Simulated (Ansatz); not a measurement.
in.yaml

```yaml
crystal:
  periodic: [false, false, false]
  atoms:
    - {symbol: Si, position_ang: [-0.095252, 0.000000, 0.000000]}
    - {symbol: H, position_ang: [-0.590124, 1.399708, 0.000000]}
    - {symbol: H, position_ang: [-0.590123, -0.699854, 1.212183]}
    - {symbol: H, position_ang: [-0.590124, -0.699854, -1.212183]}
    - {symbol: H, position_ang: [1.659748, 0.000000, 0.000000]}
    - {symbol: H, position_ang: [2.764748, 0.000000, 0.000000]}
basis:
  gaussian: {orbitals: 6-31G}
magnetization: {spin_polarized: false, initial_magnetization: 1}
correlation: {method: fic_mrcisd_q, electrons: all, active_space: {window: {electrons: 11, orbitals: 7}, states: [{multiplicity: 2, weights: [1, 0.5, 0.5]}, {multiplicity: 4, weights: [1]}]}}
scf: {lower_state_search: off}
```

```sh
$ ansatz run in.yaml --threads 1 --pin off --events-out ev --progress --plain --max-ram 2393MiB
```

Output:

```
these checks for a lower state are left out or cut short: stability, starts, cluster_reference, orbital_swaps, neighbouring_geometries, increment
507 factors; integrals over basis functions are off by at most 1.3e-7 eV
mean field evaluation 1: about -7935.5012 eV, gradient 7.4e0 eV
mean field evaluation 2: about -7935.5045 eV, gradient 7.4e0 eV
mean field evaluation 4: about -7935.9622 eV, gradient 7.6e-1 eV
mean field evaluation 8: about -7936.0001 eV, gradient 5.2e-2 eV
mean field -7936.00016153 eV, -291.6426267222 hartree, gradient 1.6e-6 eV, S^2 0.750000; 0 other end points of the search recorded, 0 dependent functions left out
reference -7936.00016153 eV, -291.6426267222 hartree; 10, 9 occupied and 13, 14 virtual orbitals, 507 factors
state -7936.13168771 eV, -291.6474602202 hartree
state -7929.11546851 eV, -291.3896189202 hartree
state -7928.82157890 eV, -291.3788186763 hartree
contracted CI cycle   1: correlation 0.00000000 eV, 0.0000000000 hartree, residual 1.17e1 eV
contracted CI cycle   2: correlation -2.44080348 eV, -0.0896978734 hartree, residual 3.03e0 eV
contracted CI cycle   3: correlation -2.60247458 eV, -0.0956391768 hartree, residual 8.62e-1 eV
contracted CI cycle   4: correlation -2.61308288 eV, -0.0960290247 hartree, residual 2.44e-1 eV
contracted CI cycle   5: correlation -2.61369213 eV, -0.0960514140 hartree, residual 5.10e-2 eV
contracted CI cycle   6: correlation -2.61372669 eV, -0.0960526842 hartree, residual 1.42e-2 eV
...
state -7936.13168771 eV, -291.6474602202 hartree; corrected -7938.93126735 eV, -291.7503428741 hartree
...
state -7929.11546851 eV, -291.3896189202 hartree; corrected -7932.44880061 eV, -291.5121166155 hartree
...
state -7928.82157890 eV, -291.3788186763 hartree; corrected -7934.31167684 eV, -291.5805760541 hartree
state -7926.86998950 eV, -291.3070990887 hartree
...
contracted CI cycle   2: correlation -2.58502238 eV, -0.0949978204 hartree, residual 3.13e0 eV
contracted CI cycle   3: correlation -2.75680993 eV, -0.1013108964 hartree, residual 9.83e-1 eV
contracted CI cycle   4: correlation -2.77114668 eV, -0.1018377620 hartree, residual 3.17e-1 eV
contracted CI cycle   5: correlation -2.77365536 eV, -0.1019299545 hartree, residual 2.01e-1 eV
contracted CI cycle   6: correlation -2.77494846 eV, -0.1019774748 hartree, residual 1.05e-1 eV
contracted CI cycle   7: correlation -2.77514984 eV, -0.1019848755 hartree, residual 3.27e-2 eV
contracted CI cycle   8: correlation -2.77516869 eV, -0.1019855682 hartree, residual 1.27e-2 eV
contracted CI cycle   9: correlation -2.77517126 eV, -0.1019856626 hartree, residual 4.80e-3 eV
contracted CI cycle  10: correlation -2.77517176 eV, -0.1019856810 hartree, residual 2.18e-3 eV
contracted CI cycle  11: correlation -2.77517185 eV, -0.1019856843 hartree, residual 1.06e-3 eV
state -7926.86998950 eV, -291.3070990887 hartree; corrected -7929.91586686 eV, -291.4190330171 hartree
WARN: 1 active orbitals are nearly empty or full. The corrections depend on them more than the energy does, and are more stable in an active space without them
Total energy: -7934.07579098 eV, -291.5719074087 hartree
Checks for a lower state left out: stability, starts, cluster_reference, orbital_swaps, neighbouring_geometries, increment
```

Natural occupations, averaged over the states: 2.0000 1.9999 1.9972 1.8375 1.6319 1.0216 0.5119.

The total printed last is the weighted mean of the 4 states, 4.855 eV above the lowest of them, and is no single state's energy. The correction changes the order of the states.

Ran on 1 thread of Arm Neoverse V1, shared host: 3.2 s wall, 0.13 GiB peak host memory.
